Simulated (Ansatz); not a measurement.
Process, species as SMILES: [SiH3] (SiH3) → [SiH3-] (an electron is taken up)
B3LYP-D3(BJ)/def2-TZVP geometries, fixed; electronic energies without zero-point terms; positive where energy is released.

Basis-set convergence of the adiabatic electron affinity at HF with Ansatz (a program for electronic structure). Cartesian d functions, on some or all atoms, in 6-31G*, 6-31+G*, 6-311G**, 6-311+G**; all else is spherical. Open shells are unrestricted. No added dispersion term, no relativity. Functions are those of the species that has most. Reference: the value in aug-pcseg-3, 0.139 eV, itself unsure by roughly 0.008 eV (its mean distance from aug-cc-pV(Q+d)Z, def2-QZVPPD). Deviations are taken from unrounded values.

```tsv
basis	functions	adiabatic electron affinity (eV)
6-31G*	25	-0.003
6-31+G*	29	0.203
def2-SVP	33	-0.026
def2-SVPD	48	0.014
pcseg-1	33	0.129
aug-pcseg-1	54	0.191
cc-pV(D+d)Z	38	-0.043
aug-cc-pV(D+d)Z	59	0.174
6-311G**	45	0.117
6-311+G**	49	0.199
def2-TZVP	55	0.049
def2-TZVPD	70	0.098
pcseg-2	76	0.129
aug-pcseg-2	119	0.153
cc-pV(T+d)Z	81	0.012
aug-cc-pV(T+d)Z	124	0.146
def2-TZVPP	84	0.047
def2-TZVPPD	99	0.094
cc-pV(Q+d)Z	154	0.093
aug-cc-pV(Q+d)Z	227	0.137
def2-QZVPP	160	0.107
def2-QZVPPD	175	0.124
pcseg-3	163	0.133
aug-pcseg-3	236	0.139
```

What the diffuse functions change, pair by pair:
- 6-31G* to 6-31+G*: 4 more functions, deviation -0.142 to 0.064 eV
- def2-SVP to def2-SVPD: 15 more functions, deviation -0.165 to -0.126 eV
- pcseg-1 to aug-pcseg-1: 21 more functions, deviation -0.010 to 0.052 eV
- cc-pV(D+d)Z to aug-cc-pV(D+d)Z: 21 more functions, deviation -0.182 to 0.035 eV
- 6-311G** to 6-311+G**: 4 more functions, deviation -0.022 to 0.059 eV
- def2-TZVP to def2-TZVPD: 15 more functions, deviation -0.090 to -0.041 eV
- pcseg-2 to aug-pcseg-2: 43 more functions, deviation -0.011 to 0.014 eV
- cc-pV(T+d)Z to aug-cc-pV(T+d)Z: 43 more functions, deviation -0.127 to 0.006 eV
- def2-TZVPP to def2-TZVPPD: 15 more functions, deviation -0.092 to -0.045 eV
- cc-pV(Q+d)Z to aug-cc-pV(Q+d)Z: 73 more functions, deviation -0.046 to -0.002 eV
- def2-QZVPP to def2-QZVPPD: 15 more functions, deviation -0.032 to -0.015 eV
- pcseg-3 to aug-pcseg-3: 73 more functions, deviation -0.007 to 0.000 eV

Leaving out the reference's own pair, they bring the value nearer the reference by more than 0.008 eV in 8 of 11 pairs.
